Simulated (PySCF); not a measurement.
A species of formula C5H12O has this rotational fingerprint, computed with PBE0-D3(BJ)/def2-SVP geometry optimisation, gas phase in PySCF:

```
Rotational constants : A = 4425, B = 2629, C = 2622 MHz
Dipole components    : |μa| = 0.47 D, |μb| = 1.39 D, |μc| = 0.00 D
Inertial defect      : -113.69 u·Å²
κ                    : -0.99
```

Question: Which structure is it? (One computed conformer of each.)
A. `[CH3:1][C:2]([CH3:3])([CH3:4])[CH2:5][OH:6]` with C2–C5–O6–H 180°
B. `[CH3:1][CH2:2][O:3][CH:4]([CH3:5])[CH3:6]` with C1–C2–O3–C4 -175°, C2–O3–C4–C5 161°
C. `[CH3:1][O:2][CH2:3][CH:4]([CH3:5])[CH3:6]` with C1–O2–C3–C4 180°, O2–C3–C4–C5 58° (i-BuOMe)

Answer: A. It is CC(C)(C)CO, point group Cs. The candidates at the same level (rigid rotor, commonest isotopes):

| SMILES | A (MHz) | B (MHz) | C (MHz) | μa (D) | μb (D) | μc (D) | Δ (u·Å²) | point group | rotor |
| --- | --- | --- | --- | --- | --- | --- | --- | --- | --- |
| CCOC(C)C | 6786 | 1949 | 1652 | 0.15 | 0.76 | 0.76 | -27.80 | C1 | asymmetric top |
| COCC(C)C | 7062 | 1909 | 1620 | 0.26 | 0.88 | 0.50 | -24.32 | C1 | asymmetric top |
| CC(C)(C)CO | 4425 | 2629 | 2622 | 0.47 | 1.39 | 0.00 | -113.69 | Cs | – |

`COCC(C)C` has A 60 % too high; `CCOC(C)C` has A 53 % too high. In the right answer the mirror of this Cs structure is the ab plane, so μc vanishes by symmetry. No structure here is proved a minimum.
